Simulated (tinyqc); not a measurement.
Inside a calculation. Method: MP2 on RHF in the sto-3g basis, for HF, spin multiplicity 1. Computed by tinyqc, a small Python program that keeps every step (integrals from PySCF). Settings: charge = 0, multiplicity = 1, basis = sto-3g, method = RHF, energy threshold = 1e-10, iteration cap = 64, orthogonalisation = symmetric, start = core, DIIS depth = 6. Command: `OMP_NUM_THREADS=1 python tinyqc.py 23506 23507 out.jsonl` (the two numbers bound the seeds that draw the settings). One thread of a shared host (Intel(R) Xeon(R) Processor @ 2.60GHz), about 0.1 s of CPU time with the checks. Later iterations appear only in the table of the cycle.

## One-electron integrals

Geometry (angstrom):
```
atom         x         y         z
F     0.000000  0.000000  0.000000
H     0.000000  0.000000  0.962000
```

Basis sto-3g: exponents (1/bohr^2) and contraction coefficients of normalised primitives:
```
element  l (shell)    exponent  coefficient
F            s (1)  166.679130     0.154329
F            s (1)   30.360812     0.535328
F            s (1)    8.216821     0.444635
F            s (2)    6.464803    -0.099967
F            s (2)    1.502281     0.399513
F            s (2)    0.488588     0.700115
F            p (3)    6.464803     0.155916
F            p (3)    1.502281     0.607684
F            p (3)    0.488588     0.391957
H            s (1)    3.425251     0.154329
H            s (1)    0.623914     0.535328
H            s (1)    0.168855     0.444635
```

Overlap, kinetic and nuclear-attraction integrals over the contracted functions; the nuclear repulsion is the sum of Za Zb / Rab.

nuclear repulsion = 4.95072235 hartree

overlap S, lower triangle:
```
           1F 1s     1F 2s    1F 2px    1F 2py    1F 2pz     2H 1s
1F 1s   1.000000
1F 2s   0.237990  1.000000
1F 2px  0.000000  0.000000  1.000000
1F 2py  0.000000  0.000000  0.000000  1.000000
1F 2pz  0.000000  0.000000  0.000000  0.000000  1.000000
2H 1s   0.044445  0.419242  0.000000  0.000000  0.333420  1.000000
```

kinetic energy T (hartree), lower triangle:
```
            1F 1s     1F 2s    1F 2px    1F 2py    1F 2pz     2H 1s
1F 1s   36.984577
1F 2s   -0.212858  1.037995
1F 2px   0.000000  0.000000  3.248015
1F 2py   0.000000  0.000000  0.000000  3.248015
1F 2pz   0.000000  0.000000  0.000000  0.000000  3.248015
2H 1s   -0.002777  0.105779  0.000000  0.000000  0.240149  0.760032
```

nuclear attraction V (hartree), lower triangle:
```
             1F 1s       1F 2s      1F 2px      1F 2py      1F 2pz      2H 1s
1F 1s   -77.559660
1F 2s    -9.307722  -12.088228
1F 2px    0.000000    0.000000  -11.960655
1F 2py    0.000000    0.000000    0.000000  -11.960655
1F 2pz   -0.013681   -0.165428    0.000000    0.000000  -12.064845
2H 1s    -1.789321   -3.883202    0.000000    0.000000   -2.731963  -6.000703
```

core Hamiltonian H = T + V (hartree), lower triangle:
```
             1F 1s       1F 2s     1F 2px     1F 2py     1F 2pz      2H 1s
1F 1s   -40.575083
1F 2s    -9.520580  -11.050233
1F 2px    0.000000    0.000000  -8.712640
1F 2py    0.000000    0.000000   0.000000  -8.712640
1F 2pz   -0.013681   -0.165428   0.000000   0.000000  -8.816830
2H 1s    -1.792098   -3.777423   0.000000   0.000000  -2.491814  -5.240671
```

## Two-electron integrals

Functions are numbered as in S; the eight-fold symmetry (ij|kl) = (ji|kl) = (kl|ij) leaves the list below.

Two-electron integrals (ij|kl) in chemists' order, unique and non-zero (hartree):
```
(11|11) 5.403501   (21|11) 0.841920   (21|21) 0.156299   (22|11) 1.268028
(22|21) 0.292344   (22|22) 0.926167   (31|31) 0.027998   (32|31) 0.043169
(32|32) 0.204588   (33|11) 1.264502   (33|21) 0.292403   (33|22) 0.925959
(33|33) 0.997514   (41|41) 0.027998   (42|41) 0.043169   (42|42) 0.204588
(43|43) 0.053770   (44|11) 1.264502   (44|21) 0.292403   (44|22) 0.925959
(44|33) 0.889973   (44|44) 0.997514   (51|51) 0.027998   (52|51) 0.043169
(52|52) 0.204588   (53|53) 0.053770   (54|54) 0.053770   (55|11) 1.264502
(55|21) 0.292403   (55|22) 0.925959   (55|33) 0.889973   (55|44) 0.889973
(55|55) 0.997514   (61|11) 0.159734   (61|21) 0.029391   (61|22) 0.054583
(61|33) 0.054501   (61|44) 0.054501   (61|51) 0.001205   (61|52) 0.002251
(61|55) 0.054754   (61|61) 0.005584   (62|11) 0.390304   (62|21) 0.091132
(62|22) 0.320474   (62|33) 0.315885   (62|44) 0.315885   (62|51) 0.006191
(62|52) 0.047613   (62|55) 0.329345   (62|61) 0.017369   (62|62) 0.134620
(63|31) 0.009710   (63|32) 0.056891   (63|53) 0.010110   (63|63) 0.020311
(64|41) 0.009710   (64|42) 0.056891   (64|54) 0.010110   (64|64) 0.020311
(65|11) 0.259415   (65|21) 0.061369   (65|22) 0.231077   (65|33) 0.221082
(65|44) 0.221082   (65|51) 0.013368   (65|52) 0.089622   (65|55) 0.250807
(65|61) 0.012206   (65|62) 0.118968   (65|65) 0.124672   (66|11) 0.529882
(66|21) 0.125760   (66|22) 0.508942   (66|33) 0.491183   (66|44) 0.491183
(66|51) 0.011142   (66|52) 0.119402   (66|55) 0.543859   (66|61) 0.024142
(66|62) 0.269210   (66|65) 0.276335   (66|66) 0.774606
```

## Orthogonalisation

S = U s U^T; symmetric (Loewdin) form X = U s^(-1/2) U^T, so that X^T S X = 1.

eigenvalues of S: 0.443909  0.845641  1.000000  1.000000  1.125375  1.585074

X, lower triangle:
```
            1F 1s      1F 2s    1F 2px    1F 2py     1F 2pz     2H 1s
1F 1s    1.023188
1F 2s   -0.132158   1.110244
1F 2px   0.000000   0.000000  1.000000
1F 2py   0.000000   0.000000  0.000000  1.000000
1F 2pz  -0.006780   0.068516  0.000000  0.000000   1.053301
2H 1s    0.021447  -0.263851  0.000000  0.000000  -0.205990  1.138549
```

## Starting guess

The start is the orbitals of the core Hamiltonian; D = 2 C_occ C_occ^T.

D at the start, lower triangle:
```
            1F 1s      1F 2s    1F 2px    1F 2py     1F 2pz     2H 1s
1F 1s    2.126951
1F 2s   -0.547614   2.360237
1F 2px   0.000000   0.000000  2.000000
1F 2py   0.000000   0.000000  0.000000  2.000000
1F 2pz  -0.035930   0.213071  0.000000  0.000000   2.182959
2H 1s    0.077580  -0.333778  0.000000  0.000000  -0.343640  0.092629
```

## Iteration 1: building the Fock matrix

J_ij = sum D_kl (ij|kl), K_ij = sum D_kl (ik|jl); F = H + J - 0.5 K; E = tr D H + tr D J / 2 - 0.25 tr D K + E_nn.

Coulomb J (hartree), lower triangle:
```
            1F 1s     1F 2s    1F 2px    1F 2py    1F 2pz     2H 1s
1F 1s   21.017131
1F 2s    4.030653  9.970855
1F 2px   0.000000  0.000000  9.963656
1F 2py   0.000000  0.000000  0.000000  9.963656
1F 2pz   0.004283  0.002110  0.000000  0.000000  9.958836
2H 1s    0.757904  3.345071  0.000000  0.000000  2.361395  5.098422
```

exchange K (hartree), lower triangle:
```
            1F 1s     1F 2s    1F 2px    1F 2py    1F 2pz     2H 1s
1F 1s   11.117754
1F 2s    1.950284  3.243141
1F 2px   0.000000  0.000000  2.673553
1F 2py   0.000000  0.000000  0.000000  2.673553
1F 2pz   0.001766  0.008096  0.000000  0.000000  2.669178
2H 1s    0.386044  0.958732  0.000000  0.000000  0.503193  0.419670
```

Fock matrix F (hartree), lower triangle:
```
             1F 1s      1F 2s     1F 2px     1F 2py     1F 2pz      2H 1s
1F 1s   -25.116829
1F 2s    -6.465069  -2.700948
1F 2px    0.000000   0.000000  -0.085761
1F 2py    0.000000   0.000000   0.000000  -0.085761
1F 2pz   -0.010281  -0.167366   0.000000   0.000000  -0.192583
2H 1s    -1.227215  -0.911718   0.000000   0.000000  -0.382015  -0.352084
```

total energy of this density = -97.82610066 hartree

## Iteration 1: diagonalisation and new density

Diagonalise F' = X^T F X, C = X C', fill 5 alpha and 5 beta electrons from the bottom; D = 2 C_occ C_occ^T. Each column has its largest component positive (the first on a tie).

F' = X^T F X (hartree), lower triangle:
```
            1          2          3          4          5         6
1  -24.642808
2   -3.380322  -1.459086
3    0.000000   0.000000  -0.085761
4    0.000000   0.000000   0.000000  -0.085761
5   -0.021603  -0.047920   0.000000   0.000000  -0.072359
6   -0.176448  -0.442389   0.000000   0.000000  -0.375712  0.057933
```

orbital energies (hartree): MO1 -25.127899, MO2 -1.148451, MO3 -0.278553, MO4 -0.085761, MO5 -0.085761, MO6 0.438583

coefficients C:
```
              MO1        MO2        MO3       MO4        MO5        MO6
1F 1s    0.994325  -0.249587   0.092400  0.000000   0.000000   0.073292
1F 2s    0.023932   0.939525  -0.449724  0.000000   0.000000  -0.488762
1F 2px   0.000000   0.000000   0.000000  0.975353  -0.220649   0.000000
1F 2py   0.000000   0.000000   0.000000  0.220649   0.975353   0.000000
1F 2pz   0.002376   0.161689   0.727813  0.000000   0.000000  -0.775083
2H 1s   -0.005631   0.138778   0.473435  0.000000   0.000000   1.079524
```

D after iteration 1, lower triangle:
```
            1F 1s      1F 2s    1F 2px    1F 2py    1F 2pz     2H 1s
1F 1s    2.119029
1F 2s   -0.504503   2.171063
1F 2px   0.000000   0.000000  2.000000
1F 2py   0.000000   0.000000  0.000000  2.000000
1F 2pz   0.058514  -0.350694  0.000000  0.000000  1.111722
2H 1s    0.007018  -0.165329  0.000000  0.000000  0.733996  0.486864
```

Within a degenerate level the vectors are fixed only up to a rotation; this is one choice.

## Iteration 6 (converged): orbitals

converged F (hartree), lower triangle:
```
             1F 1s      1F 2s     1F 2px     1F 2py     1F 2pz      2H 1s
1F 1s   -25.894380
1F 2s    -6.623063  -3.040421
1F 2px    0.000000   0.000000  -0.462981
1F 2py    0.000000   0.000000   0.000000  -0.462981
1F 2pz   -0.022836  -0.084982   0.000000   0.000000  -0.335550
2H 1s    -1.256879  -1.065045   0.000000   0.000000  -0.559254  -0.540344
```

As before.

F' = X^T F X (hartree), lower triangle:
```
            1          2          3          4          5          6
1  -25.420190
2   -3.410217  -1.751596
3    0.000000   0.000000  -0.462981
4    0.000000   0.000000   0.000000  -0.462981
5   -0.049932   0.094848   0.000000   0.000000  -0.147216
6   -0.170486  -0.535448   0.000000   0.000000  -0.559172  -0.031501
```

orbital energies (hartree): MO1 -25.904106, MO2 -1.458092, MO3 -0.571664, MO4 -0.462981, MO5 -0.462981, MO6 0.583358

coefficients C:
```
              MO1        MO2        MO3       MO4        MO5        MO6
1F 1s    0.994753  -0.250922   0.077554  0.000000   0.000000   0.079848
1F 2s    0.022200   0.948391  -0.406889  0.000000   0.000000  -0.508844
1F 2px   0.000000   0.000000   0.000000  0.980339  -0.197322   0.000000
1F 2py   0.000000   0.000000   0.000000  0.197322   0.980339   0.000000
1F 2pz   0.002627   0.076400   0.697436  0.000000   0.000000  -0.815079
2H 1s   -0.005269   0.149063   0.535688  0.000000   0.000000   1.048616
```

D after iteration 6, lower triangle:
```
            1F 1s      1F 2s    1F 2px    1F 2py    1F 2pz     2H 1s
1F 1s    2.117021
1F 2s   -0.494888   2.130995
1F 2px   0.000000   0.000000  2.000000
1F 2py   0.000000   0.000000  0.000000  2.000000
1F 2pz   0.075064  -0.422528  0.000000  0.000000  0.984521
2H 1s   -0.002200  -0.153426  0.000000  0.000000  0.769964  0.618417
```

Within a degenerate level the vectors are fixed only up to a rotation; this is one choice.

## Convergence

Stop when the energy changes by less than 1e-10 hartree and every element of the error matrix X^T (F D S - S D F) X is below 3e-06.

Course of the cycle:
```
iteration   E (hartree)     change  largest element of the error matrix
1          -97.82610066          -                             7.17e-01
2          -98.56112513  -7.35e-01                             1.43e-01
3          -98.57274861  -1.16e-02                             9.43e-03
4          -98.57279205  -4.34e-05                             9.61e-04
5          -98.57279270  -6.55e-07                             9.64e-06
6          -98.57279270  -5.12e-11                             7.51e-08
```

PySCF RHF in the same basis = -98.57279270 hartree

Converged in 6 iterations.

## Populations, bond orders and dipole

Mulliken: Z minus the diagonal of D S on the atom; Loewdin: the same with S^(1/2) D S^(1/2); Mayer order: 2 sum_s sum (D(s) S)_ij (D(s) S)_ji over the two atoms.

Charges (e):
```
atom   Mulliken    Loewdin
1F    -0.189282  -0.139695
2H     0.189282   0.139695
```

Mayer bond orders:
```
pair     order
2-1   0.964172
```

dipole moment about the origin, x y z (debye): 0.000000  0.000000  1.245932

## Integrals over molecular orbitals

(pq|rs) = sum C_ip C_jq C_kr C_ls (ij|kl), one index at a time.

one-electron integrals over orbitals h = C^T H C (hartree), lower triangle:
```
            1          2          3          4          5          6
1  -40.556940
2    0.705186  -9.144580
3   -0.208185   0.560410  -7.536889
4    0.000000   0.000000   0.000000  -8.712640
5    0.000000   0.000000   0.000000   0.000000  -8.712640
6   -0.217913   1.153555   1.902657   0.000000   0.000000  -6.111199
```

Two-electron integrals over orbitals (pq|rs), unique and non-zero (hartree):
```
(11|11) 5.362647    (21|11) -0.506286   (21|21) 0.075589    (22|11) 1.202756
(22|21) -0.020049   (22|22) 0.857407    (31|11) 0.156003    (31|21) -0.021476
(31|22) 0.012675    (31|31) 0.022575    (32|11) -0.143970   (32|21) 0.008354
(32|22) -0.022710   (32|31) 0.020934    (32|32) 0.156180    (33|11) 0.993002
(33|21) -0.010820   (33|22) 0.749900    (33|31) -0.005162   (33|32) -0.045584
(33|33) 0.758613    (41|41) 0.029598    (42|41) 0.039156    (42|42) 0.181587
(43|41) -0.011099   (43|42) -0.041699   (43|43) 0.046859    (44|11) 1.264008
(44|21) -0.014491   (44|22) 0.879678    (44|31) 0.004537    (44|32) -0.077263
(44|33) 0.748321    (44|44) 0.997514    (51|51) 0.029598    (52|51) 0.039156
(52|52) 0.181587    (53|51) -0.011099   (53|52) -0.041699   (53|53) 0.046859
(54|54) 0.053770    (55|11) 1.264008    (55|21) -0.014491   (55|22) 0.879678
(55|31) 0.004537    (55|32) -0.077263   (55|33) 0.748321    (55|44) 0.889973
(55|55) 0.997514    (61|11) 0.161981    (61|21) -0.026243   (61|22) 0.000513
(61|31) -0.008848   (61|32) -0.024987   (61|33) 0.011849    (61|44) 0.004456
(61|55) 0.004456    (61|61) 0.025276    (62|11) -0.237000   (62|21) 0.005268
(62|22) -0.125872   (62|31) -0.020214   (62|32) -0.048738   (62|33) -0.036079
(62|44) -0.124008   (62|55) -0.124008   (62|61) 0.016022    (62|62) 0.096352
(63|11) -0.362179   (63|21) 0.006320    (63|22) -0.171674   (63|31) 0.002181
(63|32) 0.094296    (63|33) -0.121334   (63|44) -0.200465   (63|55) -0.200465
(63|61) -0.006339   (63|62) 0.055506    (63|63) 0.181214    (64|41) -0.010416
(64|42) -0.041279   (64|43) -0.015328   (64|64) 0.031331    (65|51) -0.010416
(65|52) -0.041279   (65|53) -0.015328   (65|65) 0.031331    (66|11) 0.883581
(66|21) -0.009008   (66|22) 0.678610    (66|31) 0.015444    (66|32) 0.068931
(66|33) 0.668800    (66|44) 0.649519    (66|55) 0.649519    (66|61) -0.009563
(66|62) -0.066112   (66|63) -0.015357   (66|66) 0.711511
```

## Second-order Moller-Plesset energy

Hartree-Fock energy = -98.57279270 hartree

E2 = sum_ijab (ia|jb) [2 (ia|jb) - (ib|ja)] / (e_i + e_j - e_a - e_b) over occupied i, j and virtual a, b; the opposite-spin part is (ia|jb)^2 / denominator, the rest is same-spin, and SCS-MP2 scales them by 6/5 and 1/3.

Terms:
```
i  j  a  b    (ia|jb)    (ib|ja)  denominator       term
3  3  6  6   0.181214   0.181214    -2.310044  -0.014215
2  2  6  6   0.096352   0.096352    -4.082901  -0.002274
3  2  6  6   0.055506   0.055506    -3.196473  -0.000964
2  3  6  6   0.055506   0.055506    -3.196473  -0.000964
4  4  6  6   0.031331   0.031331    -2.092680  -0.000469
5  5  6  6   0.031331   0.031331    -2.092680  -0.000469
1  1  6  6   0.025276   0.025276   -52.974929  -0.000012
2  1  6  6   0.016022   0.016022   -28.528915  -0.000009
1  2  6  6   0.016022   0.016022   -28.528915  -0.000009
3  1  6  6  -0.006339  -0.006339   -27.642487  -1.45e-06
1  3  6  6  -0.006339  -0.006339   -27.642487  -1.45e-06
```

Pair energies (hartree; pair i-j sums ij and ji):
```
pair  opposite spin  same spin
1-1       -0.000012   0.000000
2-1       -0.000018   0.000000
2-2       -0.002274   0.000000
3-1       -2.91e-06   0.000000
3-2       -0.001928   0.000000
3-3       -0.014215   0.000000
4-4       -0.000469   0.000000
5-5       -0.000469   0.000000
```

MP2 correlation energy = -0.01938809 hartree

SCS-MP2 correlation energy = -0.02326570 hartree

MP2 total energy = -98.59218079 hartree
